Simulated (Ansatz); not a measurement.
A made-up structure of CH$_{3}$BN, doublet:

```
6
angstrom
B -0.6996 0.2523 -0.4820
C 0.7162 -0.2012 0.4585
N 0.7076 -1.3978 1.1761
H -1.7521 -0.5646 -0.4890
H -0.6964 1.3995 -1.1681
H 1.7243 0.5118 0.5045
```

It is relaxed with PBE-D4/def2-SVP and then PBE0-D4/def2-TZVP (Ansatz 0.2.0). Atoms count as bonded within 1.22 times the sum of their covalent radii (H–H: 0.88 Å). The end point is not checked to be a true minimum.

**Question.** Does its bonding change? (A judgement: the text doesn't fix the answer.)

**Answer.** By the calculation: No: no bond forms or breaks.

Where it ends: The first stage lowers the energy by 1.25 eV in 7 steps. It ends as CH₃BN ([BH2][CH][N]):
| atom | x (Å) | y (Å) | z (Å) |
| --- | --- | --- | --- |
| B1 | -0.6245 | 0.2251 | -0.4307 |
| C2 | 0.6398 | -0.1801 | 0.4085 |
| N3 | 0.6302 | -1.2460 | 1.0538 |
| H4 | -1.5631 | -0.5058 | -0.4396 |
| H5 | -0.6233 | 1.2516 | -1.0396 |
| H6 | 1.5409 | 0.4552 | 0.4475 |

Labels in which every atom is bracketed show which atoms are joined, not bond orders.

For scale, one of the runs: PBE0-D4/def2-TZVP relaxation, 111 basis functions, launched by `ansatz run in.yaml --threads 2 --pin off --events-out ev --progress --plain --max-ram 4352MiB`. Hardware: 2 CPU threads of an Arm Neoverse V1, shared host. Wall time about 13 s.
